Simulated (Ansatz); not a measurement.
**BH4MgO+ (SMILES [BH2][Mg][OH2+]): functionals against CCSD(T) at one geometry**

An exercise on one series of results from a longer session: the logs are not shown, and one member is left open.

The runs use Ansatz 0.2.0, Gaussian basis; single points in def2-TZVPP.

Cores are frozen in the correlated methods. The outer core shell of Li, Na, Mg and K is correlated. B3LYP uses VWN-RPA correlation.

**Starting geometry**

SMILES `[BH2][Mg][OH2+]`, 7 atoms, charge 1, spin multiplicity 1.

Atoms are counted from 1 here; the program's logs count them from 0.

Bond lengths: B1–Mg2 2.099 Å, B1–H4 1.180 Å, B1–H5 1.172 Å, Mg2–O3 1.979 Å, O3–H6 0.967 Å, O3–H7 0.952 Å. Angles: Mg2–B1–H4 119.3°, Mg2–B1–H5 120.4°, H4–B1–H5 120.2°, B1–Mg2–O3 177.2°, Mg2–O3–H6 127.6°, Mg2–O3–H7 127.2°, H6–O3–H7 105.2°.

As a file:

```csv
atom,x (Å),y (Å),z (Å)
B1,-1.7228,0.3695,-1.0424
Mg2,0.0501,0.0433,0.0329
O3,1.7111,-0.3578,1.0320
H4,-2.3108,-0.5549,-1.4814
H5,-2.1301,1.4573,-1.2003
H6,2.0432,0.0837,1.8255
H7,2.3536,-1.0321,0.8336
```

The first run:

run/in.yaml reads:

```yaml
crystal:
  periodic: [false, false, false]
  atoms:
    - {symbol: B, position_ang: [-1.722800, 0.369500, -1.042400]}
    - {symbol: Mg, position_ang: [0.050100, 0.043300, 0.032900]}
    - {symbol: O, position_ang: [1.711100, -0.357800, 1.032000]}
    - {symbol: H, position_ang: [-2.310800, -0.554900, -1.481400]}
    - {symbol: H, position_ang: [-2.130100, 1.457300, -1.200300]}
    - {symbol: H, position_ang: [2.043200, 0.083700, 1.825500]}
    - {symbol: H, position_ang: [2.353600, -1.032100, 0.833600]}
basis:
  gaussian: {orbitals: def2-TZVPP}
total_charge: 1
correlation: {method: ccsd_t}
output: {forces: true}
```

The command line of these runs was not kept.

Among the steps run: CCSD(T)/def2-TZVPP; PBE0-D4/def2-TZVPP; wB97M-V/def2-TZVPP; r2SCAN-D4/def2-TZVPP; PBE-D4/def2-TZVPP; CAM-B3LYP-D4/def2-TZVPP; B3LYP-D4/def2-TZVPP.

One table of the session follows, with a row left open; its other results are not shown here.

```
      method  RMS force component (eV/Å)  angle to CCSD(T) forces (°)
     CCSD(T)                       0.426                    reference
     PBE0-D4                       0.424                          3.9
     wB97M-V                       0.400                          8.8
   r2SCAN-D4                           ?                            ?
      PBE-D4                       0.483                         23.4
CAM-B3LYP-D4                       0.417                          8.3
    B3LYP-D4                       0.435                          9.0
```

Q: Estimate the row for r2SCAN-D4 from the others.

As computed: RMS force component (eV/Å): 0.442; angle to CCSD(T) forces (°): 4.7. In the column «RMS force component (eV/Å)» it lies between B3LYP-D4 (0.435) and PBE-D4 (0.483).
